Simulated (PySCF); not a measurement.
Species: `O=P(C)(O)C` (dimethylphosphinic acid). The columns A, B, C and D hold Mulliken, IAO, Hirshfeld and ESP-fitted charges (e) of one PBE0/pcSseg-1 density (PySCF), in a shuffled order. Coordinates in Å (GFN2-xTB); the density's dipole moment is (-1.57, -0.32, -2.13) D.

```json
{"atom": "C1", "x": "1.028", "y": "-0.028", "z": "-1.184", "A": "-0.704", "B": "-0.522", "C": "-0.164", "D": "-0.760"}
{"atom": "P2", "x": "0.264", "y": "0.249", "z": "0.454", "A": "+1.715", "B": "+0.993", "C": "+0.487", "D": "+1.259"}
{"atom": "C3", "x": "-1.180", "y": "-0.871", "z": "0.543", "A": "-0.704", "B": "-0.522", "C": "-0.164", "D": "-0.760"}
{"atom": "O4", "x": "1.178", "y": "0.202", "z": "1.602", "A": "-0.923", "B": "-0.607", "C": "-0.417", "D": "-0.719"}
{"atom": "O5", "x": "-0.407", "y": "1.714", "z": "0.307", "A": "-0.780", "B": "-0.515", "C": "-0.254", "D": "-0.675"}
{"atom": "H6", "x": "0.303", "y": "0.141", "z": "-1.974", "A": "+0.166", "B": "+0.148", "C": "+0.052", "D": "+0.215"}
{"atom": "H7", "x": "1.859", "y": "0.665", "z": "-1.290", "A": "+0.175", "B": "+0.160", "C": "+0.059", "D": "+0.201"}
{"atom": "H8", "x": "1.404", "y": "-1.045", "z": "-1.231", "A": "+0.168", "B": "+0.153", "C": "+0.056", "D": "+0.201"}
{"atom": "H9", "x": "-1.675", "y": "-0.708", "z": "1.497", "A": "+0.175", "B": "+0.160", "C": "+0.058", "D": "+0.201"}
{"atom": "H10", "x": "-1.868", "y": "-0.670", "z": "-0.271", "A": "+0.166", "B": "+0.148", "C": "+0.052", "D": "+0.214"}
{"atom": "H11", "x": "-0.834", "y": "-1.899", "z": "0.496", "A": "+0.167", "B": "+0.152", "C": "+0.055", "D": "+0.201"}
{"atom": "H12", "x": "-0.071", "y": "2.250", "z": "1.026", "A": "+0.378", "B": "+0.253", "C": "+0.180", "D": "+0.421"}
```

**Question.** Which column most likely holds the ESP-fitted charges?

**Answer.** D. Σ q r misses the density's dipole by 0.08 D (D), 0.38 D (C), 0.87 D (A), 0.95 D (B). Charges fitted to the outside potential are the only set here that is tied to the molecule's multipoles.

**Question.** And the Hirshfeld charges?

**Answer.** C. The mean sizes are 0.167 e (C), 0.361 e (B), 0.486 e (D), 0.518 e (A), and Hirshfeld charges are commonly the smallest of these schemes.

As computed, A = IAO, B = Mulliken, C = Hirshfeld, D = ESP-fitted. Hydrogens on carbon: IAO +0.17 to +0.18, Mulliken +0.15 to +0.16, Hirshfeld +0.05 to +0.06, ESP-fitted +0.20 to +0.22 e.

The Hirshfeld scheme weights the molecular density at each point by an atom's share of the summed free-atom densities. The Mulliken scheme counts on each atom the diagonal of the density matrix times the overlap matrix over that atom's basis functions.

The structure is a single GFN2-xTB conformer in the gas phase; no vibrational or solvent corrections.

Shape of the structure used: `[CH3:1][P:2]([CH3:3])(=[O:4])[OH:5]`: H–O5–P2–C1 -126°.
